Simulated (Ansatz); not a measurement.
## BGeNH, doublet: vertical spin and charge gaps

Geometry (PBE0/def2-TZVP stationary point for this spin, not checked as a minimum):

```xyz
4

Ge    0.0000    0.0595    0.5059
B     0.0000    0.4513   -1.6758
N     0.0000   -0.7539   -1.1543
H     0.0000    1.3446   -2.4452
```

Basis cc-pVDZ; Ansatz 0.2.0. Only valence electrons are correlated (noble-gas cores and the filled d shells of p-block atoms frozen). Prefix R: restricted or restricted open-shell reference; prefix U: unrestricted. No spin–orbit coupling is included, and no scalar relativity.

Gaps are energies of the second state less the first, at fixed atoms, for a selection of the levels run; each method lands on the state that its own search finds for that charge and spin.

Removing an electron, to the triplet: 10.031 eV at UCCSDT(Q).

```json
{"level": "UMP2", "gap (eV)": "10.197", "error (meV)": "166"}
{"level": "UCCSD", "gap (eV)": "10.002", "error (meV)": "-29"}
{"level": "UCCSD(T)", "gap (eV)": "10.044", "error (meV)": "13"}
{"level": "BCCD(T)", "gap (eV)": "10.051", "error (meV)": "20"}
{"level": "UCCSDT", "gap (eV)": "10.028", "error (meV)": "-3"}
{"level": "PBE", "gap (eV)": "10.331", "error (meV)": "300"}
{"level": "r2SCAN", "gap (eV)": "10.340", "error (meV)": "309"}
{"level": "PBE0", "gap (eV)": "10.312", "error (meV)": "281"}
{"level": "B3LYP", "gap (eV)": "10.389", "error (meV)": "358"}
{"level": "RPA-PBE", "gap (eV)": "10.201", "error (meV)": "170"}
```

In so small a basis the reference is far from its limit while semilocal and hybrid functionals are nearer theirs (RPA and double hybrids share much of the reference's basis error), so the functionals' errors here hold much of the reference's basis and frozen-core error, which can add to them or hide them.

Full CI isn't at hand for all of this; UCCSDT(Q) serves as the reference, and is uncertain by about the last step of the cluster series. The frozen core follows each run's orbitals, which can shift R against U totals by a few meV for light atoms and by up to 0.1 eV past Ca.
